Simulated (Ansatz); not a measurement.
C6H8, SMILES C=C1CCC1=C, a single point in a Gaussian basis

Program: Ansatz 0.2.0, Python API.

Typed at the interpreter:
```pycon
>>> import ansatz as az
>>> import numpy as np
>>> GEOMETRY = """
... C     1.35870   -1.04550   -1.11180
... C     0.57490   -0.18970   -0.45480
... C     0.55260    1.31680   -0.34440
... C    -0.66930    1.16800    0.58810
... C    -0.55070   -0.32670    0.40420
... C    -1.24570   -1.36270    0.87560
... H     1.18900   -2.11410   -1.04730
... H     2.17820   -0.68230   -1.72100
... H     1.42490    1.77800    0.13330
... H     0.34310    1.86500   -1.27030
... H    -0.50310    1.54320    1.60460
... H    -1.58480    1.63010    0.20100
... H    -2.08980   -1.20210    1.53610
... H    -0.97820   -2.37810    0.60660
... """
>>> molecule = az.Crystal.molecule()
>>> for line in GEOMETRY.strip().splitlines():
...     symbol, *xyz = line.split()
...     molecule = molecule.atom(symbol, [float(v) for v in xyz])
...
>>> setup = molecule.calculation().basis(gaussian="6-31G*").functional("hf").forces()
>>> outcome = setup.run()

>>> summary = outcome.report
>>> summary["free_energy_ev"]
-6307.2323865123
>>> summary["positions_ang"]
[[1.3587, -1.0455, -1.1118], [0.5749, -0.1897, -0.4548], [0.5526, 1.3168, -0.3444], [-0.6693, 1.168, 0.5881], [-0.5507, -0.3267, 0.4042], [-1.2457, -1.3627, 0.8756], [1.189, -2.1141, -1.0473], [2.1782, -0.6823, -1.721], [1.4249, 1.778, 0.1333], [0.3431, 1.865, -1.2703], [-0.5031, 1.5432, 1.6046], [-1.5848, 1.6301, 0.201], [-2.0898, -1.2021, 1.5361], [-0.9782, -2.3781, 0.6066]]
>>> sorted(key for key in summary if key.endswith("_ev"))
['free_energy_ev', 'reference_energy_ev']
>>> print("reference energy %16.6f eV" % summary["reference_energy_ev"])
reference energy     -6307.232387 eV
>>> print("total energy     %16.6f eV" % summary["free_energy_ev"])
total energy         -6307.232387 eV
>>> print("occupied orbitals outside the frozen core (up, down):", summary["n_occupied"], " frozen:", summary["n_frozen"], " virtual:", summary["n_virtual"])
occupied orbitals outside the frozen core (up, down): [22, 22]  frozen: 0  virtual: [84, 84]
>>> field = summary["mean_field"]
>>> print("<S^2> =", round(abs(field["state"]["spin_squared"]), 4), " all-electron relativity setting:", field["relativity"])
<S^2> = 0.0  all-electron relativity setting: none
>>> print("passes:", field["passes"])
passes: {'evaluations': 10, 'products': 19}
>>> if "symmetry" in field:
...     print("occupied orbitals by irrep:", field["symmetry"]["occupied"])
...
occupied orbitals by irrep: [{'A': 22}, {'A': 22}]
>>> symbols = [site.symbol for site in molecule.cartesian_sites]
>>> forces = np.array(summary["forces_ev_ang"])
>>> print("largest force", round(float(np.linalg.norm(forces, axis=1).max()), 4), "eV/A, rms", round(float(np.sqrt((forces ** 2).mean())), 4))
largest force 3.2617 eV/A, rms 0.7894
>>> charges = summary["charge_distribution"]
>>> dipole = np.array(charges["dipole_moment_e_ang"]) * 4.803205
>>> print("dipole (D): {:.3f} {:.3f} {:.3f}, length {:.3f}".format(*dipole, np.linalg.norm(dipole)))
dipole (D): -0.020 0.420 0.041, length 0.423
>>> print("atom  Mulliken   Lowdin")
atom  Mulliken   Lowdin
>>> for symbol, m, l in zip(symbols, charges["mulliken_charges_e"], charges["lowdin_charges_e"]):
...     print(f"{symbol:4s} {m:9.3f} {l:8.3f}")
...
C       -0.461   -0.226
C        0.101   -0.102
C       -0.364   -0.194
C       -0.364   -0.194
C        0.101   -0.102
C       -0.461   -0.226
H        0.182    0.132
H        0.182    0.133
H        0.180    0.128
H        0.180    0.128
H        0.180    0.128
H        0.180    0.128
H        0.182    0.133
H        0.182    0.132
```

Notes:
- Total energies depend on the basis set; only differences at equal settings carry meaning.
- The geometry is a force-field or estimated start, not a minimum of this method, and the basis set is short of its limit.
- The Löwdin charges here are taken after orthogonalising the functions within each atom; they differ from plain Löwdin charges, and their signs can be unphysical.
- Run time: 3.3 s on 1 thread of Arm Neoverse V1, with other jobs on the host, peak memory 0.27 GiB.

(Lines on the test bed's own set-up are left out of the output.)
